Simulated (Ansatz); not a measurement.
Relaxation of CH$_{7}$Al (9 atoms, charge 0, multiplicity 1), to a largest force component of 0.03 eV/Å in at most 50 steps.

Computed with RKS r2SCAN/def2-SVP in Ansatz.

```xyz
9
Properties=species:S:1:pos:R:3:forces:R:3
Al -0.061 -0.471 -0.538 0.00 0.25 0.09
C -0.037 -0.248 2.618 0.01 0.01 -0.13
H -1.028 -0.263 3.092 0.01 0.01 -0.01
H 0.723 -0.619 3.320 -0.01 0.00 -0.02
H 0.215 0.783 2.329 -0.01 -0.02 -0.01
H 1.346 0.173 -0.901 0.00 0.00 -0.01
H -1.412 0.324 -0.807 0.01 -0.01 -0.01
H -0.119 -1.888 0.129 -0.02 -0.44 -0.30
H -0.055 -0.935 1.743 0.01 0.20 0.39
```

Task: Where does it end, and by what steps?

Result: The run converged. After 9 steps the energy has fallen by 0.185 eV; H8 moved furthest, 0.48 Å.

```csv
step,energy less start (eV),largest force component (eV/Å),accepted
0,0.0000,0.444,yes
1,-0.0732,0.180,yes
2,-0.1002,0.359,yes
3,-0.1247,0.267,yes
4,-0.1627,0.322,yes
5,-0.1800,0.143,yes
6,-0.1814,0.150,yes
7,-0.1843,0.047,yes
8,-0.1838,0.084,no
9,-0.1846,0.016,yes
```

```xyz
9
Properties=species:S:1:pos:R:3
Al -0.051 -0.487 -0.268
C -0.046 -0.227 2.462
H -1.009 -0.097 2.971
H 0.767 -0.367 3.185
H 0.171 0.675 1.870
H 1.364 0.221 -0.425
H -1.387 0.371 -0.353
H -0.137 -2.077 -0.317
H -0.102 -1.155 1.861
```

Whether the end is a true minimum wasn't checked by a vibrational analysis.

Time of the run: 27 s on 1 thread of Arm Neoverse V1, with other jobs on the host, peak memory 0.12 GiB.
